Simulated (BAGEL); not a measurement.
# UHF/STO-3G (density fitting with qzvpp-jkfit) run of BH2O (SMILES [BH]O)

Aim: the vertical doublet–quartet gap of BH2O at UHF/STO-3G (density fitting with qzvpp-jkfit), from 2 runs. 

The calculation is run with BAGEL 1.2.2.

3 further runs of the same task are left out: 1 that didn't finish, 2 set aside as unsound or not needed. Runs told in other sessions of the task aren't counted.

### Step 1. Starting point

The species is BH2O (4 atoms), meant as a doublet with charge 0. As SMILES, `[BH]O`. The coordinates come from a PBE0-D4/def2-TZVP relaxation.

Bond lengths: B1–O2 1.333 Å, B1–H3 1.201 Å, O2–H4 0.961 Å. Angles: B1–O2–H4 114.6°, O2–B1–H3 121.0°.

### Step 2. The energy at UHF/STO-3G (density fitting with qzvpp-jkfit)

Input file input.json:

```json
{ "bagel" : [

{
  "title" : "molecule",
  "basis" : "sto-3g",
  "df_basis" : "qzvpp-jkfit",
  "angstrom" : true,
  "geometry" : [
    { "atom" : "B", "xyz" : [   -0.006100,   -0.485500,    0.388300 ] },
    { "atom" : "O", "xyz" : [    0.119700,    0.544500,   -0.448600 ] },
    { "atom" : "H", "xyz" : [   -1.064200,   -1.032400,    0.540300 ] },
    { "atom" : "H", "xyz" : [    1.006100,    0.913200,   -0.500300 ] }
  ]
},
{ "title" : "uhf", "nopen" : 1 },
{ "title" : "print", "file" : "orbitals.molden", "orbitals" : true }

]}
```

Started as:

```sh
$ BAGEL_NUM_THREADS=1 BAGEL input.json > input.out
```

Output:

```text
* using 1 threads per process

  ===============================================================
  ===============================================================

  *** Geometry ***

  { "atom" : "B", "xyz" : [     -0.011527,     -0.917462,      0.733781 ] },
  { "atom" : "O", "xyz" : [      0.226200,      1.028956,     -0.847731 ] },
  { "atom" : "H", "xyz" : [     -2.011047,     -1.950953,      1.021019 ] },
  { "atom" : "H", "xyz" : [      1.901253,      1.725698,     -0.945430 ] },

  Number of auxiliary basis functions:      188

  Since a DF basis is specified, we compute 2- and 3-index integrals:
    o Being stored without compression. Storage requirement is 0.000 GB

  Number of basis functions:       12
  Number of electrons      :       15

    * METHOD: MOLECULE                             0.02

  *** Open-shell HF ***

  === Nuclear Repulsion ===
    25.9416964311

      * DIIS with orbital gradients will be used.

  === UHF iteration (sto-3g) ===
      0        -99.27655014          0.05224315           0.00
      1        -99.31697492          0.01899254           0.00
      2        -99.32370072          0.00828305           0.00
      3        -99.32497034          0.00329485           0.00
      4        -99.32561639          0.00046602           0.00
      5        -99.32569419          0.00013110           0.00
      6        -99.32571378          0.00004203           0.00
      7        -99.32571756          0.00001540           0.00
      8        -99.32571823          0.00000694           0.00
      9        -99.32571832          0.00000404           0.00
     10        -99.32571833          0.00000119           0.00
     11        -99.32571833          0.00000024           0.00
     12        -99.32571833          0.00000015           0.00
     13        -99.32571833          0.00000003           0.00
     14        -99.32571833          0.00000001           0.00
    * SCF iteration converged.

    * S^2 (UHF) is 0.7544

    * Permanent dipole moment:
           (   -0.645519,    -0.197959,    -0.022278) a.u.

    * METHOD: UHF                                  0.04

    * METHOD: PRINT                                0.00

  ===============================================================
```

It took 0.18 s on 1 thread of Arm Neoverse V2, shared host.

### Step 3. The quartet, same level

Input file calc.json:

```json
{ "bagel": [

{
  "title": "molecule",
  "basis": "sto-3g",
  "df_basis": "qzvpp-jkfit",
  "angstrom": "true",
  "geometry": [
    { "atom": "B", "xyz": [   -0.006100,   -0.485500,    0.388300 ] },
    { "atom": "O", "xyz": [    0.119700,    0.544500,   -0.448600 ] },
    { "atom": "H", "xyz": [   -1.064200,   -1.032400,    0.540300 ] },
    { "atom": "H", "xyz": [    1.006100,    0.913200,   -0.500300 ] }
  ]
},
{
  "title": "uhf",
  "nopen": 3
},
{
  "title": "print",
  "file": "orbitals.molden",
  "orbitals": "true"
}

]}
```

Started as:

```sh
$ BAGEL_NUM_THREADS=1 BAGEL calc.json > calc.out
```

Output:

```text
* using 1 threads per process

  ===============================================================
  ===============================================================

  *** Geometry ***

  { "atom" : "B", "xyz" : [     -0.011527,     -0.917462,      0.733781 ] },
  { "atom" : "O", "xyz" : [      0.226200,      1.028956,     -0.847731 ] },
  { "atom" : "H", "xyz" : [     -2.011047,     -1.950953,      1.021019 ] },
  { "atom" : "H", "xyz" : [      1.901253,      1.725698,     -0.945430 ] },

  Number of auxiliary basis functions:      188

  Since a DF basis is specified, we compute 2- and 3-index integrals:
    o Being stored without compression. Storage requirement is 0.000 GB

  Number of basis functions:       12
  Number of electrons      :       15

    * METHOD: MOLECULE                             0.02

  *** Open-shell HF ***

  === Nuclear Repulsion ===
    25.9416964311

      * DIIS with orbital gradients will be used.

  === UHF iteration (sto-3g) ===
      0        -98.99954868          0.06168383           0.00
      1        -99.06702574          0.01749042           0.00
      2        -99.07477324          0.00699978           0.00
      3        -99.07689248          0.00117932           0.00
      4        -99.07711003          0.00039019           0.00
      5        -99.07716570          0.00009529           0.00
      6        -99.07717100          0.00001596           0.00
      7        -99.07717112          0.00000263           0.00
      8        -99.07717113          0.00000080           0.00
      9        -99.07717113          0.00000048           0.00
     10        -99.07717113          0.00000035           0.00
     11        -99.07717113          0.00000027           0.00
     12        -99.07717113          0.00000017           0.00
     13        -99.07717113          0.00000006           0.00
     14        -99.07717113          0.00000002           0.00
     15        -99.07717113          0.00000001           0.00
     16        -99.07717113          0.00000000           0.00
    * SCF iteration converged.

    * S^2 (UHF) is 3.7599

    * Permanent dipole moment:
           (   -1.014194,    -1.366416,     0.860556) a.u.

    * METHOD: UHF                                  0.04

    * METHOD: PRINT                                0.00

  ===============================================================
```

Run time: 0.18 s. Hardware: 1 thread of Arm Neoverse V2, shared host.

### Step 4. Results

Level: UHF/STO-3G (density fitting with qzvpp-jkfit).

```
                                        quantity         value
                           doublet: total energy  -99.32572 Eh
                          doublet: dipole moment        1.72 D
                                   doublet: ⟨S²⟩         0.754
                           quartet: total energy  -99.07717 Eh
                          quartet: dipole moment        4.85 D
                                   quartet: ⟨S²⟩         3.760
vertical energy of the quartet above the doublet      6.763 eV
```

At this shape the quartet lies 6.76 eV (156 kcal/mol) above the doublet. In a minimal basis such a difference can be off by several eV, whatever the method.
